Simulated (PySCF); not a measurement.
Gas-phase reaction: BHF2 + N + 3 H ⇌ H2BNH2 + F2

Energies from PySCF, thermal terms from the rigid-rotor harmonic-oscillator model, ideal gas at 1 bar. † marks an energy on the PBE0/def2-TZVP geometry and frequencies; other levels use their own. CCSD(T) freezes the core. 6-31G* has spherical d functions here. Open shells (unrestricted): N (multiplicity 4), H (multiplicity 2); the rest are closed-shell singlets. B3LYP is the form with VWN-RPA correlation. H2BNH2: computed as isolated molecules; such fragments, hydroxides, amides, oligomers or adducts are transient or little studied in the gas. CCSD(T) isn't extrapolated to the basis-set limit.

```csv
level,"ΔH°(298 K), kJ"
B3LYP/6-31G*,-475
B3LYP/def2-TZVP†,-491
CCSD(T)/def2-SVP†,-385
CCSD(T)/def2-TZVPP†,-440
HF/6-31G*,14
HF/def2-TZVP†,___
PBE0/def2-TZVP,___
r2SCAN/def2-TZVP†,___
LDA/def2-TZVP†,___
```

Question: Fill in the missing entries.

Answer: 
- HF/def2-TZVP†, ΔH°(298 K), kJ: -3
- PBE0/def2-TZVP, ΔH°(298 K), kJ: -466
- r2SCAN/def2-TZVP†, ΔH°(298 K), kJ: -461
- LDA/def2-TZVP†, ΔH°(298 K), kJ: -646
